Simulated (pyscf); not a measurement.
Elementary routes open to `[CH3][GaH][CH3]` + `[NH3]` in the gas phase (singlet surface):
A. `[CH4]` + `[CH3][GaH][NH2]` (C–Ga, H–N broken; C–H, Ga–N formed)
B. `[CH3][Ga]([CH3])[NH2]` + `[H][H]` (Ga–H, H–N broken; Ga–N, H–H formed)

PySCF, gas phase, ωB97X-D3(BJ)/def2-SVP geometries.

**Question.** Rank the routes by free-energy barrier at 1200 K, lowest first, for ωB97M-D3(BJ)/def2-TZVP energies (ideal gas, 1 atm, RRHO with modes under 100 cm⁻¹ raised to 100, one conformer, R ln 2 for chiral ones without a mode under 150 cm⁻¹).

**Answer.** B (56.0 kcal/mol), A (58.9 kcal/mol)

Route B is the fastest of these, ahead of the next by 2.9 kcal/mol. The most stable products are those of A (ΔG = -11.5 kcal/mol), whose barrier is 2.9 kcal/mol higher: the kinetic and the thermodynamic product differ. At 298 K B is still the fastest. A: On the reactant side the descent ends in an adduct with a Ga–N contact, 21.7 kcal/mol under the separated species and 37.6 kcal/mol under the saddle at ωB97X-D3(BJ)/def2-TZVP. B: On the reactant side the descent ends in an adduct with a Ga–N contact, 21.7 kcal/mol under the separated species and 35.7 kcal/mol under the saddle at ωB97X-D3(BJ)/def2-TZVP. Only these routes are compared; each barrier is that of the saddle found, and lower ones may exist. Elements up to Kr have no core potential and no relativistic terms here.
